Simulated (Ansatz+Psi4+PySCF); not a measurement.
**singlet NH3: levels of theory in one basis**

```xyz
4

N     0.0000    0.0000    0.1165
H     0.0000    1.4096   -0.4660
H     0.8138   -0.4699   -0.2718
H    -0.8138   -0.4699   -0.2718
```

Basis set: cc-pVTZ (spherical functions). Frozen core: 1 orbital. Charge 0, multiplicity 1.

Computed with Ansatz (development build ahead of 0.2.0) and Psi4 1.11; each method stands on the lowest determinant of its kind that the runs found.

```json
{"method": "RHF", "E − E(RHF) (eV)": "0.00", "<S²> of the determinant": "0.00"}
{"method": "UHF", "E − E(RHF) (eV)": "-0.05", "<S²> of the determinant": "0.23"}
{"method": "RHF-MP2", "E − E(RHF) (eV)": "-6.69", "<S²> of the determinant": "–"}
{"method": "RHF-CCSD", "E − E(RHF) (eV)": "-7.12", "<S²> of the determinant": "–"}
{"method": "UHF-CCSD", "E − E(RHF) (eV)": "-7.11", "<S²> of the determinant": "0.23"}
{"method": "RHF-CCSD(T)", "E − E(RHF) (eV)": "-7.39", "<S²> of the determinant": "–"}
{"method": "UHF-CCSD(T)", "E − E(RHF) (eV)": "-7.38", "<S²> of the determinant": "0.23"}
```

(1) What does UHF-MP2 give on the same scale?

(2) Is a single determinant a sound starting point here?

Results:

(1) -6.30 eV.

(2) It is doubtful. Unrestricted orbitals gain 0.05 eV with <S²> 0.23 against 0.00 for a pure state, but the cluster amplitudes or the share of triples are large.

Caution for UHF, UHF-MP2, UHF-CCSD, UHF-CCSD(T): the unrestricted determinant is spin contaminated. Caution for UHF-MP2, UHF-CCSD, UHF-CCSD(T): large amplitudes, a single reference is doubtful. Caution for UHF-MP2: another reference gives a lower total.
